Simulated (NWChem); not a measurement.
## Total energies of B (+1)

```xyz
1

B      0.0000     0.0000     0.0000
```
Charge +1, spin multiplicity 1.

Everything below was run with NWChem.

Basis set: 6-311G** (18 functions).

```csv
method,total energy (Ha)
RHF,-24.23517
MP2,-24.26956
B2PLYP,-24.32138
PBE,-24.28998
B3LYP,-24.34123
BLYP,-24.33302
```

Total energies of different functionals aren't comparable as a measure of quality: only differences taken within one method are. 

The correlated methods keep 1 core orbital frozen. B3LYP has NWChem's definition, with VWN1-RPA local correlation. The Pople sets run with spherical d functions.
